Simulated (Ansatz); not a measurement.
`CO[SiH3]` → SiH₄ + `C=O` at 700 K and 1 bar (β-hydride elimination).

Gas-phase electronic energies from Ansatz, PBE0-D4/def2-TZVP geometries. CBS: MP2 limit from def2 TZ/QZ plus the TZ coupled-cluster correction, frozen cores. This one scheme is used for every species.

| species | CCSD(T)/CBS energy (Eh) | H − E (kJ/mol) | S (J/(mol·K)) |
| --- | --- | --- | --- |
| `CO[SiH3]` | -405.93001 | 235.1 | 385.6 |
| SiH₄ | -291.46306 | 115.5 | 252.9 |
| `C=O` | -114.39408 | 97.4 | 254.3 |

H − E and S are ideal-gas, rigid-rotor, harmonic terms from PBE0-D4/def2-TZVP. 1 Eh = 2625.50 kJ/mol, R = 8.31446 J/(mol·K).

**Question.** By hand: ΔE, ΔH, ΔS and ΔG.

**Answer.** ΔE = (-291.46306) + (-114.39408) − (-405.93001) = 0.07287 Eh = 191.3 kJ/mol. Δ(H − E) = 115.5 + 97.4 − 235.1 = -22.2, so ΔH = 169.1 kJ/mol. ΔS = 252.9 + 254.3 − 385.6 = 121.6 J/(mol·K). ΔG = 169.1 − 700 × (121.6)/1000 = 84.0 kJ/mol.

**Question.** By hand: the equilibrium constant, and the temperature at which ΔG would vanish if ΔH and ΔS stayed fixed.

**Answer.** log₁₀ K = −ΔG/(RT ln 10) = -6.3. ΔG = 0 at ΔH/ΔS = 1391 K.

The number of gas molecules changes by +1, which sets the sign of ΔS. A doubt of 5 kJ/mol in ΔE shifts log₁₀ K by 0.4 here. These are equilibria of isolated gas molecules and say nothing of rates. Largest T1 diagnostic: 0.015 (customary marks: 0.02 for closed shells, 0.045 for open ones).
